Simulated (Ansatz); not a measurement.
Crystal: Hg2O3, cubic X2O3 (oxygen-deficient fluorite) type, 10 atoms in the cell.

Space group Pn-3m, simple cubic cell, positions in fractions of the edge: Hg (0.25 0.25 0.25), (0.75 0.75 0.25), (0.75 0.25 0.75), (0.25 0.75 0.75); O (0.5 0 0), (0 0.5 0), (0 0 0.5), (0.5 0.5 0), (0.5 0 0.5), (0 0.5 0.5).

Computed with PBE, plane waves, PAW datasets (generated hard set) in Ansatz 0.2.0 development build.

Cutoff 700 eV; k-mesh 7×7×7 Γ-centred; Fermi–Dirac smearing of 0.0612 eV; no spin polarisation; no spin–orbit coupling.

Question: What equilibrium volume, lattice constant and bulk modulus does this give?

Answer: V₀ = 15.266 Å³/atom (a₀ = 5.345 Å), B₀ = 100 GPa, B₀′ = 5.21. The points behind the fit:

```json
{"V (Å³/atom)": "14.349", "a (Å)": "5.2353", "E − E(min) (meV/atom)": "19.62", "P (GPa)": "7.31"}
{"V (Å³/atom)": "14.655", "a (Å)": "5.2722", "E − E(min) (meV/atom)": "8.36", "P (GPa)": "4.57"}
{"V (Å³/atom)": "14.960", "a (Å)": "5.3086", "E − E(min) (meV/atom)": "2.00", "P (GPa)": "2.15"}
{"V (Å³/atom)": "15.265", "a (Å)": "5.3444", "E − E(min) (meV/atom)": "0.00", "P (GPa)": "0.01"}
{"V (Å³/atom)": "15.571", "a (Å)": "5.3798", "E − E(min) (meV/atom)": "1.83", "P (GPa)": "-1.88"}
{"V (Å³/atom)": "15.876", "a (Å)": "5.4148", "E − E(min) (meV/atom)": "7.04", "P (GPa)": "-3.55"}
{"V (Å³/atom)": "16.181", "a (Å)": "5.4493", "E − E(min) (meV/atom)": "15.24", "P (GPa)": "-5.02"}
```

The published all-electron PBE values for this crystal (mean of FLEUR and WIEN2k, k-spacing 0.06 Å⁻¹; Bosoni et al., Nat. Rev. Phys. 6, 45 (2024)) are V₀ = 15.268 Å³/atom, B₀ = 100.4 GPa, B₀′ = 5.24. This run's mesh is coarser (spacing 0.17 Å⁻¹), so part of any difference comes from k-sampling.

The stress includes the program's correction for the finite plane-wave basis.

This cubic structure is a model: it isn't the usual form of the substance at ambient conditions, and such phases are metastable or hypothetical. The k-mesh is modest, so these values aren't fully converged in k. Spin polarisation is left out, and a magnetic state may lie lower.
